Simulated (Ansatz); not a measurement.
```yaml
crystal:
  periodic: [false, false, false]
  atoms:
    - {symbol: Cl, position_ang: [-1.700314, -0.362365, -0.003498]}
    - {symbol: Si, position_ang: [0.134152, 0.801045, 0.006755]}
    - {symbol: Si, position_ang: [2.012195, -0.343623, -0.002339]}
basis:
  gaussian: {orbitals: def2-TZVP}
magnetization: {spin_polarized: true, initial_magnetization: 3}
hamiltonian: {xc: pbe0}
relax: {f_tol: 0.004, max_steps: 80}
```

```sh
$ ansatz run in.yaml --threads 1 --pin off --events-out ev --progress --plain --max-ram 2176MiB
```

Steps of the relaxation (energy above the last step; positions in Å, forces in eV/Å):

```
3
step 1, 139.9 meV
Cl   -1.700   -0.362   -0.003    0.950    0.512    0.005
Si    0.134    0.801    0.007   -2.080    0.264    0.002
Si    2.012   -0.344   -0.002    1.130   -0.777   -0.006
```

```
3
step 2, 21.4 meV
Cl   -1.660   -0.363   -0.003    0.441    0.264    0.002
Si    0.087    0.832    0.007   -0.797   -0.008    0.000
Si    2.018   -0.374   -0.003    0.355   -0.256   -0.002
```

```
3
step 3, 0.9 meV
Cl   -1.625   -0.359   -0.003   -0.119   -0.083   -0.001
Si    0.056    0.845    0.007    0.055    0.122    0.001
Si    2.015   -0.391   -0.003    0.064   -0.039    0.000
```

```
3
step 6, 0.0 meV
Cl   -1.631   -0.361   -0.003    0.000    0.000    0.000
Si    0.056    0.850    0.007    0.000    0.000    0.000
Si    2.021   -0.393   -0.003    0.000    0.000    0.000
```

Close pairs at the end: Cl1–Si2 2.077 Å, Si2–Si3 2.325 Å.

A stationary point of unrestricted PBE0 after 6 steps, with ⟨S²⟩ = 3.756 against 3.75 for a pure state; no frequencies were run, so it isn't proven a minimum. 35 s on 1 thread of Arm Neoverse V1, shared host.
